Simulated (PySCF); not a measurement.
## From a raw peak list to a structure

Formula C$_{4}$H$_{3}$NO. The spectrum was simulated from the full spin Hamiltonian at 300 MHz with 1.0 Hz Lorentzian lines, from shifts rounded to 0.01 ppm and J to 0.1 Hz, couplings under 1 Hz left out.

Maxima in ppm (height), grouped by integral:
1H: 7.132 (42), 7.124 (46), 7.069 (100), 7.061 (98)
1H: 6.984 (94), 6.947 (97), 6.921 (38), 6.885 (47)
1H: 6.202 (76), 6.194 (74), 6.165 (69), 6.157 (68)

- shieldings: GIAO PBE/pcSseg-2
- geometry from PBE0-D3(BJ)/def2-SVP
- J: B3LYP/pcJ-1
- code: PySCF 2.14
- single conformer, relativity neglected, in vacuum

δ = σ(ref) − σ, references computed at the same level: ¹H against TMS.

Question: Analyse the multiplets.

Answer: ¹H NMR (300 MHz, computed): δ 7.09 (m, 1H), 6.94 (m, 1H), 6.18 (m, 1H). These are first-order names from the parameters used; overlap and second-order distortion can hide them in the list.

Question: What is the compound?

Answer: SMILES C(C=C)(=O)C#N.

Atom-mapped SMILES (the numbers label the heavy atoms): `[CH2:1]=[CH:2][C:3](=[O:4])[C:5]#[N:6]`. Each H is labelled by its parent atom. Ha(C1) is cis to C3; Hb(C1) is trans to C3.

δ 7.09: Ha(C1), hydrogen on a β carbon of a C=C–C=O unit, coupled to H(C2) (18.8 Hz), Hb(C1) (2.0 Hz). δ 6.94: H(C2), hydrogen on an α carbon of a C=C–C=O unit, coupled to Ha(C1) (18.8 Hz), Hb(C1) (11.3 Hz). δ 6.18: Hb(C1), hydrogen on a β carbon of a C=C–C=O unit, coupled to H(C2) (11.3 Hz), Ha(C1) (2.0 Hz).

This is the structure that produced the data.

Splittings below 1 Hz are ignored in the labels, and close J values are merged. Unscaled 3J(H,H) at this level run about 10 % above measured values.
